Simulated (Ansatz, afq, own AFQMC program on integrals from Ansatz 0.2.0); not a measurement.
# CH2Si, singlet → CH$_{2}$Si⁺, doublet

```xyz
4

Si    0.0000    0.0000    0.5957
C     0.0000    0.0000   -1.1063
H     0.0000   -0.9093   -1.7078
H     0.0000    0.9093   -1.7078
```

Connectivity, by distances: Si–CH2.

E(doublet, charge +1) − E(singlet, charge +0) at this geometry, on RHF and UHF determinants.

Basis cc-pVDZ. Noble-gas cores (and the filled d shells of Ga–Kr and In–Xe) are frozen. Integrals, coupled cluster, full CI and functionals: Ansatz 0.2.0; the random walks run on the same integrals in our own AFQMC program. ph-AFQMC/CISD is guided by a CISD state made of CCSD amplitudes; releasing the constraint for a short imaginary time cuts its bias at the price of noise, slowly where states lie close. ± is one standard error of the sampling. The errors of all members are added in quadrature.

No full CI on the walks' own integrals is used here; CCSDT(Q) serves as the reference and is uncertain by about the last step of the cluster series. Each member takes its own surest rung, up to full CI.

The best estimate is CCSD(T) at the basis-set limit (CBS: def2-TZVPP and def2-QZVPP, with their diffuse functions for anions and beside diffuse sets, CCSD(T) itself extrapolated) plus the step from CCSD(T) to CCSDT(Q) in cc-pVDZ. Rows without CBS are in cc-pVDZ, the functionals in def2-TZVP; B2PLYP and the wave-function rows carry a basis error of their own. Core correlation and relativity beyond core potentials are missing, and ± holds the sampling alone.

Cautions: CH₂Si (singlet): restricted determinant unstable towards unrestricted (UHF 43 meV lower, ⟨S²⟩ 0.25); CH₂Si⁺ (doublet): the released energies are still falling, so no released level is given (meV from the phaseless value at times in 1/Eh: -15 ± 10 at 0.24, -17 ± 9 at 0.51, -29 ± 10 at 0.99, -31 ± 13 at 1.62, -46 ± 13 at 2.40), the ph-AFQMC/CISD walk drifts between its halves (2.6 errors).

Best estimate: 207.4 kcal/mol.

```
        level  vertical ionization energy (kcal/mol)  error against the best estimate (kcal/mol)
           HF                                  170.2                                       -37.2
          MP2                                  200.1                                        -7.3
         CCSD                                  197.2                                       -10.2
      CCSD(T)                                  199.9                                        -7.5
        CCSDT                                  199.9                                        -7.5
     CCSDT(Q)                                  200.2                                        -7.2
ph-AFQMC/CISD                            200.4 ± 0.5                                  -7.0 ± 0.5
       HF/CBS                                  170.2                                       -37.2
      MP2/CBS                                  207.8                                         0.4
  CCSD(T)/CBS                                  207.1                                        -0.3
          PBE                                  205.6                                        -1.8
       r2SCAN                                  203.2                                        -4.2
         PBE0                                  202.5                                        -4.9
        B3LYP                                  203.6                                        -3.8
      wB97M-V                                  201.1                                        -6.3
       B2PLYP                                  202.6                                        -4.8
```

Correlation beyond CCSD(T) adds 0.3 kcal/mol. Going to the basis-set limit adds 7.2 kcal/mol at CCSD(T). The perturbative (T) step is worth +2.7 kcal/mol. The functionals spread over 4.5 kcal/mol; PBE comes nearest and wB97M-V is 6.3 kcal/mol too low.

Best estimates are given only where the step beyond CCSD(T) is under 0.3 eV and no member's determinant is very poor (T1 over 0.05, or 0.07 for open shells, ⟨S²⟩ too high by 0.3, two states mixed), so the hardest cases are missing from such tables.

The functionals ran in a triple-zeta set and keep a basis error of their own, a few kJ/mol for each bond in atomization energies and more for double hybrids, so close places among them and the extrapolated levels can swap.

CCSDT and higher add their correlation energy to the determinant of the CCSD(T) run, since their own runs factorise the integrals more tightly (a shift of under 2 meV). Each member of a difference takes its own highest rung, so a best estimate needn't equal the limit plus the step of one row. A walk keeps the symmetry of its determinant, which the program's search chose and which needn't be the lowest solution, so a lower state of the same spin and another symmetry isn't excluded.
